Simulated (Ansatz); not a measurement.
# HAl–AsH, HGa–AsH: atomization energies

Ansatz 0.2.0, basis cc-pVTZ; geometries are PBE0/def2-TZVP minima. Wave-function levels freeze the cores with the filled d shells of p-block atoms; HF, MP2 and coupled cluster are restricted for singlets and unrestricted otherwise, atoms included, restricted open-shell where a d shell is frozen. The reference is CCSDT(Q) (coupled cluster only where its series has nearly closed). An error is the level's value less the reference. None of these values is a measured one. Energies are electronic, without zero-point terms. No spin–orbit coupling and no scalar relativity. The species are chosen: bound, without strong static correlation by their natural occupations or amplitudes, in their lowest spin state as far as vertical gaps and like structures tell, and with a ladder that closes on the reference, so errors are smaller than for species at large; levels whose determinant breaks symmetry or spin markedly are left out.

```csv
species,bonds (Å),quantity,symmetry of the states,reference,value (kJ/mol),error CCSD,error CCSD(T),error CCSDT
"HAl–AsH, singlet","Al–As 2.217, Al–H 1.583, As–H 1.572, angles at As 67°, angles at Al 172°",atomization,A',CCSDT(Q),774.7,-24.2,-2.3,-2.2
"HGa–AsH, singlet","Ga–As 2.220, Ga–H 1.558, As–H 1.545, angles at As 79°, angles at Ga 178°",atomization,A',CCSDT(Q),736.8,-23.0,-2.5,-2.0
```

The reference falls from Al to Ga, by 37.9 kJ/mol in all.
